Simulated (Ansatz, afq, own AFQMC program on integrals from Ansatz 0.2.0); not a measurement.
# AlNH2, triplet: AFQMC among the cluster methods

```yaml
atoms:
  - { symbol: Al, position_ang: [0.0000, -0.1195, 1.1269] }
  - { symbol: N, position_ang: [0.0000, 0.1001, -2.0876] }
  - { symbol: H, position_ang: [0.0000, 1.3154, 1.8602] }
  - { symbol: H, position_ang: [0.0000, 0.4916, -3.0171] }
```

Connectivity, by distances: AlH ··· NH.

Basis cc-pVDZ. Noble-gas cores (and the filled d shells of Ga–Kr and In–Xe) are frozen. AFQMC by an in-house program on the Cholesky factors that Ansatz 0.2.0 writes for its CCSD(T) run. ph-AFQMC/CISD is guided by a CISD state made of CCSD amplitudes; releasing the constraint for a short imaginary time cuts its bias at the price of noise, slowly where states lie close. Uncertainties: one standard error, sampling alone.

Determinant: UHF, the one that the program's search chose, which needn't be the lowest solution. The geometry is a point of a scan.

No full CI on the walks' own integrals is used here; CCSDT(Q) serves as the reference and is uncertain by about the last step of the cluster series.

Cautions: lower spins were not checked; an unrestricted solution with more broken spin lies lower (34 meV, ⟨S²⟩ 2.29); unrestricted determinant slightly spin contaminated (⟨S²⟩ 2.10 against 2.00); the ph-AFQMC/HF walk drifts between its halves (2.6 errors); the ph-AFQMC/CISD walk drifts between its halves (2.3 errors).

The T1 diagnostic is 0.0378, the weight of the determinant in the CISD state is 0.857 and the ⟨S²⟩ of the determinant is 2.097. The size of the correlated space is 10 electrons in 36 orbitals.

Reference: CCSDT(Q), correlation energy -5.473 eV. The released energy is read at 2.40 1/Eh (meV from the phaseless value at times in 1/Eh: 6 ± 13 at 0.24, 5 ± 12 at 0.51, 2 ± 15 at 0.99, -7 ± 13 at 1.62, 1 ± 19 at 2.40).

```
         level  E − E(reference) (kcal/mol)  share of correlation (%)
            HF                       126.22                      0.00
           MP2                        28.93                     77.08
          CCSD                         2.32                     98.17
       CCSD(T)                         0.54                     99.57
         CCSDT                         0.10                     99.92
   ph-AFQMC/HF                 -0.19 ± 1.34                    100.15
 ph-AFQMC/CISD                 -0.01 ± 0.26                    100.01
released AFQMC                  0.01 ± 0.45                     99.99
```

A walk keeps the symmetry of its determinant, which the program's search chose and which needn't be the lowest solution, so a lower state of the same spin and another symmetry isn't excluded. Released energies are given only where the last usable release times agree within the noise; a slower fall can still hide under it.
